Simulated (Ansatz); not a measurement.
# AlSiH4O (SMILES [AlH][O][SiH3]) at UB2PLYP/aug-cc-pVDZ

Aim: the vertical electron affinity of AlSiH4O at UB2PLYP/aug-cc-pVDZ, from 2 runs. 

The calculation is run with Ansatz 0.2.0.

63 further runs of the same task are left out: 63 set aside as unsound or not needed.

### Step 1. The molecule

AlSiH4O: 7 atoms, total charge 0, spin state doublet. SMILES: `[AlH][O][SiH3]`. Geometry: relaxed at PBE0-D4/def2-TZVP. This is one conformer, not always the lowest.

Bond lengths: Al1–O2 1.689 Å, O2–Si3 1.627 Å, Al1–H4 1.609 Å, Si3–H5 1.487 Å, Si3–H6 1.487 Å, Si3–H7 1.488 Å. Angles: Al1–O2–Si3 169.6°, O2–Al1–H4 116.0°, O2–Si3–H5 110.0°, O2–Si3–H6 110.2°, O2–Si3–H7 110.3°, H5–Si3–H6 108.8°, H5–Si3–H7 108.7°, H6–Si3–H7 108.8°.

### Step 2. The energy at UB2PLYP/aug-cc-pVDZ

File in.yaml:

```yaml
crystal:
  periodic: [false, false, false]
  atoms:
    - symbol: Al
      position_ang: [-1.643700, -1.503700, -0.201100]
    - symbol: O
      position_ang: [-0.403000, -0.368600, -0.047300]
    - symbol: Si
      position_ang: [0.870900, 0.567400, 0.335800]
    - symbol: H
      position_ang: [-2.580100, -1.352800, -1.500200]
    - symbol: H
      position_ang: [1.204400, 1.463600, -0.802700]
    - symbol: H
      position_ang: [0.554900, 1.401200, 1.526200]
    - symbol: H
      position_ang: [2.057800, -0.275200, 0.643500]
basis:
  gaussian: {orbitals: aug-cc-pVDZ}
magnetization: {spin_polarized: true, initial_magnetization: 1}
hamiltonian: {xc: {name: B2PLYP}}
correlation: {frozen_orbitals: {Al: 5, H: 0, O: 1, Si: 5}}
accuracy: high
output: {orbitals: {seedname: orbitals}}
```

Run with:

```sh
$ ansatz run in.yaml --threads 1 --pin off --max-ram 3480MiB --events-out events.jsonl --progress --plain --runs-dir runs
```

The program printed:

```text
Warning: RAYON_NUM_THREADS=1 ignored (pool sized by the plan → 1); use --threads N
Functional definition: B2PLYP
  name "B2PLYP"
  parameter a = 0.53
  parameter c = 0.27
  exchange = (1 - a)*b88_x + a*exact_x
  correlation = (1 - c)*lyp_c + c*(mp2_os + mp2_ss)
2252 factors; integrals over basis functions are off by at most 3.4e-9 eV
mean field evaluation 1: about -16570.4687 eV, gradient 3.8e1 eV
mean field evaluation 2: about -16570.4716 eV, gradient 3.8e1 eV
mean field evaluation 4: about -16575.9193 eV, gradient 3.0e0 eV
mean field evaluation 8: about -16575.9912 eV, gradient 1.8e-1 eV
mean field evaluation 16: about -16575.9923 eV, gradient 2.0e-4 eV
mean field -16575.99230165 eV, -609.1564814744 hartree, gradient 3.7e-8 eV, S^2 0.755421; 0 other end points of the search recorded, 0 dependent functions left out
11 core orbitals not correlated: weight in the atoms' cores, before any rotation towards them, 1.000 or more for the frozen orbitals, at most 0.000 for the correlated occupied ones
reference -16575.99233641 eV, -609.1564827519 hartree; 9, 8 occupied and 93, 94 virtual orbitals, 2252 factors
second order -11.93397637 eV of doubles, -0.00000000 eV of singles
Total energy: -16579.21451003 eV, -609.2748954484 hartree
```

Wall time 28 s (1 thread of Arm Neoverse V1, shared host); peak memory 0.54 GiB.

### Step 3. The singlet anion at the same level

File molecule.yaml:

```yaml
crystal:
  periodic: [false, false, false]
  atoms:
    - {symbol: Al, position_ang: [-1.643700, -1.503700, -0.201100]}
    - {symbol: O, position_ang: [-0.403000, -0.368600, -0.047300]}
    - {symbol: Si, position_ang: [0.870900, 0.567400, 0.335800]}
    - {symbol: H, position_ang: [-2.580100, -1.352800, -1.500200]}
    - {symbol: H, position_ang: [1.204400, 1.463600, -0.802700]}
    - {symbol: H, position_ang: [0.554900, 1.401200, 1.526200]}
    - {symbol: H, position_ang: [2.057800, -0.275200, 0.643500]}
basis:
  gaussian:
    orbitals: aug-cc-pVDZ
correlation:
  frozen_orbitals: {Al: 5, H: 0, O: 1, Si: 5}
total_charge: -1
hamiltonian:
  xc: {name: B2PLYP}
accuracy: high
output: {orbitals: {seedname: orbitals}}
```

Run with:

```sh
$ ansatz run molecule.yaml --threads 1 --pin off --max-ram 3480MiB --events-out events.jsonl --progress --plain --runs-dir runs
```

The program printed, cut to the lines that bear on the results:

```text
Warning: RAYON_NUM_THREADS=1 ignored (pool sized by the plan → 1); use --threads N
[... 2 set-up lines as earlier in the session ...]
[...]
2252 factors; integrals over basis functions are off by at most 3.4e-9 eV
[...]
mean field -16576.52586965 eV, -609.1760897370 hartree, gradient 9.1e-8 eV, S^2 0.000000; 0 other end points of the search recorded, 0 dependent functions left out; unrestricted orbitals would lower it
11 core orbitals not correlated: weight in the atoms' cores, before any rotation towards them, 1.000 or more for the frozen orbitals, at most 0.000 for the correlated occupied ones
reference -16576.52589568 eV, -609.1760906934 hartree; 9, 9 occupied and 93, 93 virtual orbitals, 2252 factors
second order -12.96765139 eV of doubles, -0.00000000 eV of singles
Total energy: -16580.02716155 eV, -609.3047598411 hartree
```

It took 26 s on 1 thread of Arm Neoverse V1, shared host; peak memory 0.41 GiB.

### Step 4. Summary of results

At UB2PLYP/aug-cc-pVDZ, 11 core orbitals frozen:

| quantity | value |
| --- | --- |
| doublet AlSiH4O: total energy | -609.27490 Eh |
| doublet AlSiH4O: HOMO energy (SCF part's orbitals) (highest over α and β) | -6.66 eV |
| doublet AlSiH4O: LUMO energy (SCF part's orbitals) (lowest over α and β) | -1.32 eV |
| doublet AlSiH4O: ⟨S²⟩ | 0.755 |
| singlet anion: total energy | -609.30476 Eh |
| singlet anion: HOMO energy (SCF part's orbitals) | 0.12 eV |
| singlet anion: LUMO energy (SCF part's orbitals) | 2.79 eV |
| singlet anion: HOMO–LUMO gap (to an unbound level, set by the basis) | 2.66 eV |
| vertical electron affinity (to the singlet anion) | 0.813 eV |

What this shows: At fixed nuclei the extra electron is bound by 0.81 eV (18.7 kcal/mol). The restricted solution (singlet anion) is unstable to spin breaking: an unrestricted one lies lower. The HOMO (singlet anion) lies at positive energy, 0.12 eV; only total energies tell whether the electron is bound.
